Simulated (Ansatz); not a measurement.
Job for Ansatz (a program for electronic structure): R-CCSD(T)/aug-cc-pVTZ on H2O (SMILES O) with ghost functions.

Ansatz 0.2 input:
```yaml
crystal:
  periodic: [false, false, false]
  atoms:
    - {symbol: O, position_ang: [-0.06699914, 0.00000000, 1.49435474]}
    - {symbol: H, position_ang: [0.81573427, 0.00000000, 1.86586639]}
    - {symbol: H, position_ang: [0.06885510, 0.00000000, 0.53914277]}
basis:
  gaussian:
    orbitals: aug-cc-pVTZ
    ghost_atoms:
      - {symbol: O, position_ang: [0.06254775, 0.00000000, -1.42263208]}
      - {symbol: H, position_ang: [-0.40696540, -0.76017841, -1.77174450]}
      - {symbol: H, position_ang: [-0.40696540, 0.76017841, -1.77174450]}
magnetization: {spin_polarized: false}
correlation: {method: ccsd_t, electrons: outside_noble_gas}
scf: {lower_state_search: off}
```

Program output:

```
Functional definition: HF
[...]
these checks for a lower state are left out or cut short: stability, starts, cluster_reference, orbital_swaps, neighbouring_geometries, increment
integrals: 0.64 GiB planned
1068 factors; integrals over basis functions are off by at most 9.8e-4 eV
mean field: 0.34 GiB planned
mean field evaluation 1: about -2067.8317 eV, gradient 3.4e1 eV
mean field evaluation 2: about -2067.8316 eV, gradient 3.4e1 eV
mean field evaluation 4: about -2069.6997 eV, gradient 1.4e0 eV
mean field evaluation 8: about -2069.7075 eV, gradient 4.4e-5 eV
mean field -2069.70749396 eV, -76.0603475047 hartree, gradient 2.3e-6 eV, S^2 0.000000; 0 other end points of the search recorded, 0 dependent functions left out
1 core orbitals not correlated
reference -2069.70749396 eV, -76.0603475047 hartree; 4, 4 occupied and 179, 179 virtual orbitals, 1068 factors
second order -7.31759237 eV of doubles, -0.00000000 eV of singles
coupled cluster: 1.25 GiB planned
cycle   1  -7.27631414 eV  change    4.1e-2 eV  update   4.8e-2
cycle   2  -7.41405274 eV  change   -1.4e-1 eV  update   1.3e-2
cycle   3  -7.44850987 eV  change   -3.4e-2 eV  update   6.2e-3
cycle   4  -7.44441149 eV  change    4.1e-3 eV  update   1.2e-3
cycle   5  -7.44422704 eV  change    1.8e-4 eV  update   4.8e-4
cycle   6  -7.44434642 eV  change   -1.2e-4 eV  update   1.3e-4
cycle   7  -7.44429493 eV  change    5.1e-5 eV  update   4.6e-5
cycle   8  -7.44427957 eV  change    1.5e-5 eV  update   1.4e-5
cycle   9  -7.44427883 eV  change    7.4e-7 eV  update   5.0e-6
perturbative correction -0.23623771 eV, -0.0086815758 hartree
Total energy: -2077.38801050 eV, -76.3426012817 hartree
Checks for a lower state left out: stability, starts, cluster_reference, orbital_swaps, neighbouring_geometries, increment
```

The run converged.

Cost: about 50 core-seconds (a rough figure).
